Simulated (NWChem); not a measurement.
Atomisation of benzene (C6H6)

```xyz
12

C      0.0000     0.0000     1.3989
C     -1.2114     0.0000     0.6994
C     -1.2114     0.0000    -0.6994
C      0.0000     0.0000    -1.3989
C      1.2114     0.0000    -0.6994
C      1.2114     0.0000     0.6994
H      0.0000     0.0000     2.4921
H     -2.1582     0.0000     1.2461
H     -2.1582     0.0000    -1.2461
H      0.0000     0.0000    -2.4921
H      2.1582     0.0000    -1.2461
H      2.1582     0.0000     1.2461
```
Charge 0, spin multiplicity 1.

All runs are NWChem calculations. All single points use one geometry, from B3LYP/def2-SVP, held to D2h symmetry and with no frequency check, so it may be a saddle point.

Basis set: def2-SVP. The atomisation energy is electronic alone: no zero-point, thermal, spin-orbit or counterpoise terms. No value is extrapolated to the basis-set limit. Free atoms are single determinants with multiplicities C 3, H 2.

B3LYP has NWChem's definition, with VWN1-RPA local correlation. No SCF solution was tested for a lower state. Open-shell Hartree-Fock references start from PBE0 orbitals.

### Question
One of these methods gave an atomisation energy of 1046.6 kcal/mol. Which?
A. LDA (SVWN5)
B. PBE0
C. BLYP
D. HF

### Answer
D, HF. The others give 1591.4 (LDA (SVWN5)), 1403.3 (PBE0), 1370.9 (BLYP).
